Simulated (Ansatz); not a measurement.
# CHAlB (quartet): wave-function methods side by side at a displaced geometry (v1), cc-pVDZ

An exercise on one series of results from a longer session: the logs are not shown, and one member is left open.

The runs use Ansatz 0.2.0, Gaussian basis; cc-pVDZ, core rule «outside noble gas», up to 7 orbitals frozen.

The runs, in order: UHF; CCSD(T) on ROHF; CCSD(T) on UHF; BCCD(T) on ROHF; CISD as a restricted active space (open shells left free, so some higher excitations enter); CCSDT(Q) on ROHF; CCSDT(Q) on UHF.

21 further runs of the same task are left out: 11 that didn't finish, 10 set aside as unsound or not needed. Runs told in other sessions of the task aren't counted.

## The system

The geometry is a PBE0/def2-TZVP stationary point (not a proven minimum) with its atoms shifted at random (size 0.040 Å).

4 atoms, charge 0, spin multiplicity 4.

Atoms are counted from 1 here; the program's logs count them from 0.

Bond lengths: Al1–C2 1.883 Å, Al1–B3 2.305 Å, C2–B3 1.366 Å, C2–H4 1.086 Å. Angles: C2–Al1–B3 36.3°, Al1–C2–B3 88.9°, Al1–C2–H4 134.4°, B3–C2–H4 136.6°, Al1–B3–C2 54.7°.

The first run:

Contents of in.yaml:

```yaml
crystal:
  periodic: [false, false, false]
  atoms:
    - {symbol: Al, position_ang: [-0.008727, 0.011194, 0.933986]}
    - {symbol: C, position_ang: [-0.009560, 0.543905, -0.871667]}
    - {symbol: B, position_ang: [0.038404, -0.772171, -1.233756]}
    - {symbol: H, position_ang: [-0.064373, 1.501306, -1.381936]}
basis:
  gaussian: {orbitals: cc-pVDZ}
magnetization: {spin_polarized: true, initial_magnetization: 3}
hamiltonian: {xc: hf}
output: {orbitals: {seedname: orbitals}}
```

On the command line:

```bash
> ansatz run in.yaml --threads 1 --pin off --events-out ev --progress --plain --max-ram 2393MiB
```

Steps of the session up to this table: UHF; CCSD(T) on ROHF; CCSD(T) on UHF; BCCD(T) on ROHF; CISD as a restricted active space (open shells left free, so some higher excitations enter); CCSDT(Q) on ROHF; CCSDT(Q) on UHF.

One table of the session follows, with a row left open; its other results are not shown here.

| method | from UCCSDT(Q) (kJ/mol) |
| --- | --- |
| ROHF | +690.0 |
| UHF | +675.6 |
| RMP2 | +99.0 |
| UMP2 | +102.0 |
| CISD | +93.8 |
| RCCSD | +41.4 |
| UCCSD | ? |
| RCCSD(T) | +6.8 |
| UCCSD(T) | +7.3 |
| BCCD(T) | +6.8 |
| RCCSDT | +3.3 |
| UCCSDT | +3.3 |
| RCCSDT(Q) | +0.3 |
| UCCSDT(Q) | 0 |

Estimate the missing values for UCCSD.

The run gave: from UCCSDT(Q) (kJ/mol): +41.1. In the column «from UCCSDT(Q) (kJ/mol)» it lies between UCCSD(T) (+7.3) and RCCSD (+41.4).

To keep in mind: Restricted and unrestricted rows rest on different reference determinants; a gap between their highest levels can come from leftover correlation error, from unlike frozen cores or from another state.
